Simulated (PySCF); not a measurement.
Compound: C₅H₇N.
SMILES with atom numbers: `[CH:1]#[C:2][CH2:3]/[CH:4]=[N:5]\[CH3:6]` (hydrogens: H7 on C1; H8, H9 on C3; H10 on C4; H11, H12, H13 on C6)

Cartesian coordinates in Å at the GFN2-xTB level; atoms count from 1:
```xyz
13
C5H7N angstrom
C      3.232   -0.194   -0.198
C      2.044   -0.330   -0.182
C      0.604   -0.450   -0.164
C     -0.084    0.889   -0.296
N     -1.319    1.108   -0.313
C     -2.273    0.040   -0.207
H      4.276   -0.092   -0.212
H      0.286   -0.922    0.773
H      0.275   -1.100   -0.984
H      0.561    1.755   -0.390
H     -2.320   -0.521   -1.144
H     -2.037   -0.667    0.596
H     -3.249    0.485   -0.019
```

Vertical excitations from PySCF (density fitting, frozen core in the response, grid level 2 and gas phase unless stated; continuum runs use non-equilibrium linear response for the excitations) on a GFN2-xTB geometry. Reference run:

| settings | S1, eV (f) | S2, eV (f) | S3, eV (f) | S4, eV (f) | S5, eV (f) | S6, eV (f) | T1, eV (Tamm–Dancoff) | mean α (au) |
| --- | --- | --- | --- | --- | --- | --- | --- | --- |
| PBE0/def2-SVPD, full TDDFT, 6 singlets | 4.81 (0.001) | 6.50 (0.006) | 6.62 (0.000) | 6.65 (0.008) | 6.89 (0.000) | 6.93 (0.000) | 4.00 | 66.5 |

**Question.** What do these settings give: (1) OLYP/def2-SVPD, grid level 4, fitting basis def2-qzvpp-jkfit, TDA, 12 singlets; (2) PBE0/def2-SVPD, TDA, 12 singlets?

**Answer.** 
| settings | S1, eV (f) | S2, eV (f) | S3, eV (f) | S4, eV (f) | S5, eV (f) | S6, eV (f) | T1, eV (Tamm–Dancoff) | mean α (au) |
| --- | --- | --- | --- | --- | --- | --- | --- | --- |
| OLYP/def2-SVPD, grid level 4, fitting basis def2-qzvpp-jkfit, TDA, 12 singlets | 4.62 (0.001) | 5.22 (0.005) | 5.45 (0.002) | 5.65 (0.000) | 5.71 (0.000) | 5.93 (0.079) | – | 68.0 |
| PBE0/def2-SVPD, TDA, 12 singlets | 4.86 (0.002) | 6.50 (0.007) | 6.63 (0.000) | 6.67 (0.007) | 6.90 (0.001) | 6.93 (0.000) | – | 66.5 |

(1) S1 moves by -0.19 eV; functional and response scheme change together, so the shift can't be laid on one. (2) S1 moves by +0.05 eV; the lowest Tamm–Dancoff root can't lie below the lowest full-response root of a stable reference. States are counted by energy in each run and needn't keep their character from row to row.

**Question.** Give the leading configurations of S1 (H = HOMO, L = LUMO) and the HOMO–LUMO gap of each run.

**Answer.** 
```json
{"settings": "PBE0/def2-SVPD, full TDDFT, 6 singlets", "S1 configurations (weight)": "H→L 0.97", "S1 (eV)": "4.81", "orbital gap (eV)": "6.74", "S1 − gap (eV)": "-1.93"}
{"settings": "OLYP/def2-SVPD, grid level 4, fitting basis def2-qzvpp-jkfit, TDA, 12 singlets", "S1 configurations (weight)": "H→L 0.98", "S1 (eV)": "4.62", "orbital gap (eV)": "4.28", "S1 − gap (eV)": "+0.34"}
{"settings": "PBE0/def2-SVPD, TDA, 12 singlets", "S1 configurations (weight)": "H→L 0.97", "S1 (eV)": "4.86", "orbital gap (eV)": "6.74", "S1 − gap (eV)": "-1.88"}
```

One conformer stands for the species.
